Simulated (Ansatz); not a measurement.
# C3H7NOS: up Jacob's ladder to CCSD(T)

One table from this session's results is given with a row withheld; the runs are named, their logs left out.

Computed with Ansatz 0.2.0, Gaussian basis. Level: functionals in def2-TZVPP, the program's frozen cores in correlated methods.

Levels to be run: PBE-D4, r2SCAN-D4, PBE0-D4, B3LYP-D4, ωB97X-V, ωB97M-V, B2PLYP; CCSD(T)/def2-TZVPP; MP2/def2-QZVPP; extrapolation to the limit.

### Structure used throughout

An earlier PBE0-D4 in a triple-zeta def2 set relaxation fixed the geometry.

SMILES `CC(O)C(N)=S`, 13 atoms, charge 0, spin multiplicity 1.

Atoms are counted from 1 here; the program's logs count them from 0.

Bond lengths: C1–C2 1.516 Å, C1–H7 1.089 Å, C1–H8 1.091 Å, C1–H9 1.092 Å, C2–O3 1.421 Å, C2–C4 1.523 Å, C2–H10 1.094 Å, O3–H11 0.961 Å, C4–N5 1.330 Å, C4–S6 1.643 Å, N5–H12 1.005 Å, N5–H13 1.009 Å. Angles: C2–C1–H7 110.0°, C2–C1–H8 109.5°, C2–C1–H9 110.1°, H7–C1–H8 109.6°, H7–C1–H9 108.9°, H8–C1–H9 108.6°, C1–C2–O3 107.5°, C1–C2–C4 110.2°, C1–C2–H10 109.5°, O3–C2–C4 111.9°, O3–C2–H10 110.9°, C4–C2–H10 106.8°, C2–O3–H11 108.5°, C2–C4–N5 113.7°, C2–C4–S6 121.5°, N5–C4–S6 124.8°, C4–N5–H12 119.7°, C4–N5–H13 119.1° and more.

The first run:

File in.yaml:

```yaml
crystal:
  periodic: [false, false, false]
  atoms:
    - {symbol: C, position_ang: [-1.050555, -1.128759, -0.365426]}
    - {symbol: C, position_ang: [0.149276, -0.234307, -0.606021]}
    - {symbol: O, position_ang: [1.301873, -0.934421, -0.159464]}
    - {symbol: C, position_ang: [-0.029501, 1.090673, 0.122803]}
    - {symbol: N, position_ang: [0.626195, 1.157055, 1.277540]}
    - {symbol: S, position_ang: [-0.988373, 2.280688, -0.480885]}
    - {symbol: H, position_ang: [-1.961951, -0.623383, -0.682050]}
    - {symbol: H, position_ang: [-0.932364, -2.055926, -0.927545]}
    - {symbol: H, position_ang: [-1.130799, -1.372196, 0.696359]}
    - {symbol: H, position_ang: [0.223762, -0.001609, -1.672140]}
    - {symbol: H, position_ang: [2.072040, -0.567683, -0.601651]}
    - {symbol: H, position_ang: [0.540667, 1.977663, 1.852091]}
    - {symbol: H, position_ang: [1.200030, 0.377604, 1.561289]}
basis:
  gaussian: {orbitals: def2-TZVPP}
hamiltonian: {xc: pbe, dispersion: d4}
output: {forces: true, orbitals: {seedname: orbitals}}
```

The run is started by

```sh
> ansatz run in.yaml --threads 2 --pin off --events-out ev --progress --plain --max-ram 22528MiB --backend cuda --devices 0, --max-vram 18GiB
```

Among the steps run: PBE-D4 (GGA); r2SCAN-D4 (meta-GGA); PBE0-D4 (hybrid); B3LYP-D4 (hybrid); ωB97X-V (range-separated); ωB97M-V (range-separated); B2PLYP (double hybrid); CCSD(T) in def2-TZVPP; MP2 in def2-QZVPP.

One of the session's tables, all rows but one given; the rest of the session is left out.

| method | atomisation energy (eV) |
| --- | --- |
| PBE-D4 | ? |
| r2SCAN-D4 | 52.766 |
| PBE0-D4 | 53.000 |
| B3LYP-D4 | 52.642 |
| ωB97X-V | 52.733 |
| ωB97M-V | 52.855 |
| B2PLYP | 52.011 |
| HF/def2-TZVPP | 36.479 |
| MP2/def2-TZVPP | 52.105 |
| CCSD/def2-TZVPP | 50.018 |
| CCSD(T)/def2-TZVPP | 51.009 |
| MP2/CBS | 53.628 |
| CCSD(T)/CBS | 52.533 |

**Question.** Estimate the row for PBE-D4.

**Answer.** atomisation energy (eV): 54.321. In the column «atomisation energy (eV)» it is the highest.
